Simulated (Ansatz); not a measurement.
Working through the interaction energy of a dimer with the counterpoise correction of C₂H₂O, SMILES C1=CO1

Computed with Ansatz 0.2.0 through its Python package.

Typed at the interpreter:
```pycon
>>> import ansatz
>>> FIRST = [
...     ('C', (-0.5173, -0.2739, -0.2432)),
...     ('C', (0.474, 0.3766, 0.2076)),
...     ('O', (0.3259, -0.9406, 0.3918)),
...     ('H', (-1.4077, -0.3316, -0.7496)),
...     ('H', (1.1251, 1.1693, 0.3935)),
... ]
>>> SECOND = [
...     ('C', (-0.9006, 0.4579, -3.7208)),
...     ('C', (-1.4445, -0.1905, -4.6657)),
...     ('O', (-1.7181, 1.0956, -4.4164)),
...     ('H', (-0.2659, 0.5263, -2.9177)),
...     ('H', (-1.6613, -0.9692, -5.3241)),
... ]
>>> def energy(atoms, ghosts=()):
...     molecule = ansatz.Crystal.molecule()
...     for symbol, xyz in atoms:
...         molecule = molecule.atom(symbol, xyz)
...     calc = (
...         molecule.calculation()
...         .basis(gaussian='cc-pVDZ')
...         .correlation('MP2')
...     )
...     deck = calc.input()
...     if ghosts:
...         deck = deck.set(ansatz.key.basis.gaussian.ghost_atoms, [{'symbol': s, 'position_ang': list(xyz)} for s, xyz in ghosts])
...     return ansatz.Session.from_dict(deck).plan().execute().report['free_energy_ev']
...
>>> both = energy(FIRST + SECOND)
>>> alone = energy(FIRST) + energy(SECOND)
>>> ghosted = energy(FIRST, SECOND) + energy(SECOND, FIRST)
>>> print(f'dimer {both:.6f} eV')
dimer -8270.854336 eV
>>> print(f'interaction, uncorrected   {(both - alone):8.3f} eV')
interaction, uncorrected     -0.103 eV
>>> print(f'interaction, counterpoise  {(both - ghosted):8.3f} eV')
interaction, counterpoise    -0.023 eV
>>> print(f'basis-set superposition    {(alone - ghosted):8.3f} eV')
basis-set superposition       0.079 eV
```

Uncorrected it is -0.103 eV, with the counterpoise correction -0.023 eV; the difference, 0.080 eV, is the superposition error.

Notes:
- Total energies depend on the basis set; only differences at equal settings carry meaning.
- The dimer is a generated trial pose of unrelaxed monomers, not a minimum, so the figure is no binding energy, and the basis set is small.
- Finished in 3.4 s on 1 thread of Arm Neoverse V2, on a shared host, peak memory 0.23 GiB.
